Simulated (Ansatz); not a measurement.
**Rutile SnO₂**

Method: r²SCAN-D4 (Ansatz, a quantum-chemistry and plane-wave program, plane waves, PAW).

Numerical settings: plane-wave cutoff 500 eV, 8×8×12 k mesh (along the axes of the cell as run), gaussian smearing 0.02 eV, scalar-relativistic PAW data made under PBE.

Cell: relaxed at this level.

| Quantity | Result |
|---|---|
| volume per atom | 12.01 Å³/atom |
| lattice parameter a | 4.748 Å |
| lattice parameter c | 3.197 Å |
| band gap | 1.84 eV (on the SCF k mesh) |

Measured, for comparison: band gap 3.81 eV (zero-point renormalisation of 215 meV (computed, non-adiabatic AHC, without the lattice-expansion part) added back here to the 1.8 K gap of; inputs from Miglio et al. (2020), arXiv:2011.12765); lattice constant a 4.737 Å, lattice parameter c 3.186 Å (room temperature, not corrected to a static lattice; as tabulated in Hiroi (2015), arXiv:1503.02262). Computed (rounded) less measured: lattice constant a +0.2 %, lattice parameter c +0.3 %.

Spin–orbit coupling is not included.

Computed values are for the static lattice.

The result took about 100 core-seconds (a rough figure).
